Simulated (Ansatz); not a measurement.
# How far each method lies from UCCSDT(Q) for O–CH3⁺, triplet

Geometry: that of the O–CH3, doublet, kept fixed.

```tsv
atom	x (Å)	y (Å)	z (Å)
O	0.0000	0.0011	0.6951
C	0.0000	0.0094	-0.6608
H	0.8686	-0.5694	-1.0215
H	0.0000	1.0088	-1.1162
H	-0.8686	-0.5694	-1.0215
```

Basis cc-pVDZ; Ansatz 0.2.0. Only valence electrons are correlated (noble-gas cores frozen), which leaves 12 electrons in 41 orbitals. R marks a restricted (for open shells ROHF) determinant, U an unrestricted one. Active spaces: valence = (12e, 11o) chosen from the atoms' valence shells.

Full CI isn't at hand for all of this; UCCSDT(Q) serves as the reference, and is uncertain by about the last step of the cluster series. The frozen core follows each run's orbitals, which can shift R against U totals by a few meV.

For open shells CISD is restricted-active-space CI with the open shells as a complete middle space.

The UHF ⟨S²⟩ is 2.026 and the T1 diagnostic (RCCSD) is 0.0466. The largest doubles amplitude (RCCSD) is 0.044 and the T1 diagnostic (UCCSD) is 0.0371.

```tsv
level	E − E(UCCSDT(Q)) (mEh)	share of correlation (%)	wall time
RHF	314.43	0.00	–
UHF	302.55	3.78	–
RMP2	49.82	84.16	–
UMP2	48.53	84.57	–
CISD	32.21	89.76	3 s
RCCSD	9.57	96.96	–
UCCSD	9.40	97.01	–
RCCSD(T)	1.61	99.49	1.1 s
UCCSD(T)	1.63	99.48	0.99 s
BCCD(T)	1.73	99.45	1.3 s
RCCSDT	0.58	99.82	–
UCCSDT	0.55	99.83	–
RCCSDT(Q)	0.15	99.95	30 s
CASSCF (valence space)	207.28	34.08	–
NEVPT2 (valence space)	38.94	87.61	10 s
```

The correlation energy at UCCSDT(Q), counted from RHF, is -8.556 eV. That run took 25 s on 1 thread of Arm Neoverse V2, shared host.

Times hold each run's SCF and search for its determinant on a shared host, so for small cases they say little of a method's own cost; they ran on 1 thread of Arm Neoverse V2.

Natural occupations of CASSCF (valence space) about the gap: 1.969 1.967 1.967 1.010 1.009 0.035 0.024 0.022 0.017; effectively unpaired electrons, Σ n²(2−n)², 2.02.
